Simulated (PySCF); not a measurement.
## 2,2-dichloropropane: calculation against experiment

**Measured values to compare with.**

From NIST CCCBDB Release 22 (SRD 101), experimental dipoles, for the gas: dipole moment 2.2 D.

The results are set against them at the end.

Species: 2,2-dichloropropane, C3H6Cl2.
Atom-mapped SMILES: `[CH3:1][C:2]([CH3:3])([Cl:4])[Cl:5]` (hydrogens: H6, H7, H8 on C1; H9, H10, H11 on C3)

Structure used (GFN2-xTB), in Å, numbered top down from 1:
```xyz
11
C3H6Cl2 angstrom
C      1.0535   -0.6759   -0.3700
C      0.1015    0.4849   -0.1682
C     -1.1714    0.1056    0.5600
Cl     0.9407    1.7724    0.7587
Cl    -0.3256    1.1739   -1.7694
H      0.5647   -1.4525   -0.9542
H      1.9479   -0.3517   -0.8963
H      1.3430   -1.0832    0.5962
H     -1.7048   -0.6544   -0.0067
H     -1.8178    0.9716    0.6799
H     -0.9261   -0.2879    1.5440
```

The PySCF runs (gas phase, on this GFN2-xTB geometry; no spin–orbit coupling):

| level | job | basis functions | wall time |
| --- | --- | --- | --- |
| PBE0/def2-SVPD | 8 singlets by full TDDFT, 3 Tamm–Dancoff triplets, polarisability | 162 | 13 s |

Hardware: one thread, Arm Neoverse V2, no GPU, shared host.

**Comparison with experiment**

**Dipole moment.** Measured: 2.2 D (NIST CCCBDB Release 22 (SRD 101), experimental dipoles).

| level | computed (D) | computed − measured (D) | % (from the printed values) |
| --- | --- | --- | --- |
| PBE0/def2-SVPD | 2.40 | +0.20 | +9 |

The computed dipoles belong to one fixed geometry; measured ones are averaged over vibrations unless marked μe. Magnitudes are compared, not signs.

The geometry is computed, not the measured one. Where a level misses, the cause wasn't examined.
